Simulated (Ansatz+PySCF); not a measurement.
Values are calculated unless marked as measured or tabulated.
## PySCF 2.14.0 run

```python
from pyscf import gto, scf, mp

# the (T+d) and (D+d) sets load through basis_set_exchange
mol = gto.M(atom="""
H 1.686560 -0.909980 0.000560
C 1.147290 0.024180 -0.031760
S -0.585010 -0.089120 0.009130
H -0.860560 1.227230 -0.091840
H 1.650410 0.963560 0.135790
""", basis={'C': 'cc-pvtz', 'H': 'cc-pvtz', 'S': 'cc-pv(t+d)z'}, charge=0, spin=1)
mf = scf.UHF(mol)
mf.kernel()
pt = mp.MP2(mf, frozen=6).run()
print(mf.e_tot, pt.e_corr, pt.e_tot)
```

The script is written out from the run's settings.

Output:

* Converged: yes
* Reference energy: -437.13158 hartree
* Correlation energy: -0.32807 hartree
* Total energy: -437.45966 hartree
* Spin squared of the determinant: 0.770
